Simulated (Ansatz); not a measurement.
# BH3NO radical (SMILES NB[O]): one structure at several levels

How do the functionals fare away from a minimum? The structure is a structure displaced at random from a GFN2-xTB minimum.

Program: Ansatz 0.2.0, Gaussian basis. Level of theory: single points in def2-TZVPP. These are calculated values, not measurements.

Correlated methods freeze the cores. Orbitals are unrestricted.

### 1 The starting structure

SMILES `NB[O]`, 6 atoms, charge 0, spin multiplicity 2.

Atoms are counted from 1 here; the program's logs count them from 0.

Bond lengths: N1–B2 1.447 Å, N1–H4 1.035 Å, N1–H5 0.969 Å, B2–O3 1.370 Å, B2–H6 1.209 Å. Angles: B2–N1–H4 118.4°, B2–N1–H5 119.7°, H4–N1–H5 112.4°, N1–B2–O3 129.9°, N1–B2–H6 116.6°, O3–B2–H6 113.5°.

Geometry (Å):

```
N    -0.3781    0.2942   -0.6476
B     0.3987   -0.1141    0.5023
O     0.5313    0.4801    1.7298
H    -0.4980   -0.3790   -1.4242
H    -1.1552    0.8592   -0.5254
H     1.0567   -1.1204    0.3801
```

### 2 CCSD(T)/def2-TZVPP

run/in.yaml reads:

```yaml
crystal:
  periodic: [false, false, false]
  atoms:
    - {symbol: N, position_ang: [-0.378100, 0.294200, -0.647600]}
    - {symbol: B, position_ang: [0.398700, -0.114100, 0.502300]}
    - {symbol: O, position_ang: [0.531300, 0.480100, 1.729800]}
    - {symbol: H, position_ang: [-0.498000, -0.379000, -1.424200]}
    - {symbol: H, position_ang: [-1.155200, 0.859200, -0.525400]}
    - {symbol: H, position_ang: [1.056700, -1.120400, 0.380100]}
basis:
  gaussian: {orbitals: def2-TZVPP}
magnetization: {spin_polarized: true, initial_magnetization: 1}
correlation: {method: ccsd_t}
scf: {omitted_lower_state_checks: [cluster_reference]}
output: {forces: true}
```

The command line of these runs was not kept.

### 3 PBE0-D4/def2-TZVPP

run/in.yaml, as its differences from that of step 2:

```diff
@@ -12,4 +12,3 @@
 magnetization: {spin_polarized: true, initial_magnetization: 1}
-correlation: {method: ccsd_t}
-scf: {omitted_lower_state_checks: [cluster_reference]}
-output: {forces: true}
+hamiltonian: {xc: pbe0, dispersion: d4}
+output: {forces: true, orbitals: {seedname: orbitals}}
```

### 4 wB97M-V/def2-TZVPP

run/in.yaml, as its differences from that of step 3:

```diff
@@ -12,3 +12,3 @@
 magnetization: {spin_polarized: true, initial_magnetization: 1}
-hamiltonian: {xc: pbe0, dispersion: d4}
-output: {forces: true, orbitals: {seedname: orbitals}}
+hamiltonian: {xc: {name: wB97M-V}}
+output: {forces: true}
```

### 5 r2SCAN-D4/def2-TZVPP

run/in.yaml, as its differences from that of step 4:

```diff
@@ -12,3 +12,3 @@
 magnetization: {spin_polarized: true, initial_magnetization: 1}
-hamiltonian: {xc: {name: wB97M-V}}
+hamiltonian: {xc: r2scan, dispersion: d4}
 output: {forces: true}
```

### 6 PBE-D4/def2-TZVPP

run/in.yaml, as its differences from that of step 5:

```diff
@@ -12,3 +12,3 @@
 magnetization: {spin_polarized: true, initial_magnetization: 1}
-hamiltonian: {xc: r2scan, dispersion: d4}
+hamiltonian: {xc: pbe, dispersion: d4}
 output: {forces: true}
```

### 7 r2SCANh-D4/def2-TZVPP

run/in.yaml, as its differences from that of step 6:

```diff
@@ -12,3 +12,3 @@
 magnetization: {spin_polarized: true, initial_magnetization: 1}
-hamiltonian: {xc: pbe, dispersion: d4}
+hamiltonian: {xc: {name: r2SCANh}, dispersion: d4}
 output: {forces: true}
```

### 8 r2SCAN0-D4/def2-TZVPP

run/in.yaml, as its differences from that of step 7:

```diff
@@ -12,3 +12,3 @@
 magnetization: {spin_polarized: true, initial_magnetization: 1}
-hamiltonian: {xc: {name: r2SCANh}, dispersion: d4}
+hamiltonian: {xc: {name: r2SCAN0}, dispersion: d4}
 output: {forces: true}
```

(Steps that only read results are left out.)

Q: Predict the outcome of this session. Wanted: energy less free atoms, CCSD(T)/def2-TZVPP; RMS force component; RMS force error; HOMO and LUMO, PBE0-D4; T1 diagnostic.

The runs gave:

| quantity | value |
| --- | --- |
| energy less free atoms, CCSD(T)/def2-TZVPP | -507.6 kcal/mol |
| RMS force component | 0.900 to 1.084 eV/Å over the methods |
| RMS force error | PBE0-D4 0.233, wB97M-V 0.138, r2SCAN-D4 0.285, PBE-D4 0.458, r2SCANh-D4 0.233, r2SCAN0-D4 0.200 eV/Å |
| HOMO and LUMO, PBE0-D4 | -8.20 and -4.18 eV |
| T1 diagnostic | 0.023 |

In words: Against CCSD(T) the functionals' energies less atoms differ by -38.3 to -11.3 kcal/mol, PBE-D4 by -38.3 kcal/mol. CCSD(T) in triple zeta still lacks some correlation energy of the bonds, so part of these gaps is its own basis error and they don't rank the functionals. On forces the order runs from wB97M-V to PBE-D4.
